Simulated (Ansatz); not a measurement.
Process, species as SMILES: F atom → [F-] (an electron is taken up)
B3LYP-D3(BJ)/def2-TZVP geometries, fixed; electronic energies without zero-point terms; positive where energy is released.

Basis-set convergence of the adiabatic electron affinity at r2SCAN with Ansatz (an electronic-structure program). Cartesian d functions, on some or all atoms, in 6-31G**; all else is spherical. Open shells are unrestricted. No added dispersion term, no relativity. Functions are those of the species that has most. Reference: the value in aug-cc-pV5Z, 3.303 eV, itself unsure by roughly 0.006 eV (its mean distance from aug-pcseg-3, aug-cc-pVQZ, def2-QZVPPD). Deviations are taken from unrounded values.

```
basis            functions  adiabatic electron affinity (eV)  minus reference (eV)
---------------  ---------  --------------------------------  --------------------
cc-pVDZ                 14                             1.173                -2.130
def2-SVP                14                             1.299                -2.004
6-31G**                 15                             1.055                -2.248
6-311G**                18                             1.768                -1.535
def2-SVPD               23                             3.416                 0.113
6-311++G(2d,2p)         27                             3.277                -0.027
cc-pVTZ                 30                             2.242                -1.062
def2-TZVPP              31                             2.713                -0.591
def2-TZVPPD             40                             3.316                 0.013
pcseg-3                 60                             3.233                -0.071
aug-cc-pVQZ             80                             3.301                -0.002
cc-pV5Z                 91                             3.062                -0.242
pcseg-4                101                             3.264                -0.040
```
